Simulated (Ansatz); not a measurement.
Basis-set series for `C1SCSCS1`. Charge 0, multiplicity 1. Geometry: relaxed with PBE0-D4/def2-TZVP.

Cartesian coordinates in Å:
```
C 0.242 0.275 -1.533
S -0.939 1.428 -0.818
C -0.580 1.140 0.922
S -0.964 -0.500 1.553
C 0.220 -1.448 0.584
S -0.044 -1.469 -1.196
H 0.171 0.394 -2.615
H 1.256 0.548 -1.228
H 0.468 1.379 1.126
H -1.201 1.839 1.483
H 0.134 -2.482 0.920
H 1.235 -1.104 0.803
```

```json
{"functional": "PBE0-D4", "basis": "def2-SVP", "functions": "126", "energy (Eh)": "-1311.49016", "HOMO (eV)": "-6.47", "LUMO (eV)": "0.71"}
{"functional": "PBE0-D4", "basis": "def2-QZVPP", "functions": "561", "energy (Eh)": "-1312.08301", "HOMO (eV)": "-6.59", "LUMO (eV)": "-0.05"}
{"functional": "ωB97M-V", "basis": "def2-SVP", "functions": "126", "energy (Eh)": "-1311.90855", "HOMO (eV)": "-8.57", "LUMO (eV)": "2.85"}
{"functional": "ωB97M-V", "basis": "def2-QZVPP", "functions": "561", "energy (Eh)": "-1312.50322", "HOMO (eV)": "-8.73", "LUMO (eV)": "1.65"}
```

Problem. Give the rows for def2-TZVPP. (Estimate.)

Solution. The calculation gave: 
```json
{"functional": "PBE0-D4", "basis": "def2-TZVPP", "functions": "303", "energy (Eh)": "-1312.03986", "HOMO (eV)": "-6.55", "LUMO (eV)": "0.16"}
{"functional": "ωB97M-V", "basis": "def2-TZVPP", "functions": "303", "energy (Eh)": "-1312.46186", "HOMO (eV)": "-8.68", "LUMO (eV)": "2.11"}
```

Positive LUMOs are unbound and depend on the basis.

Results of the Gaussian-basis code of Ansatz.
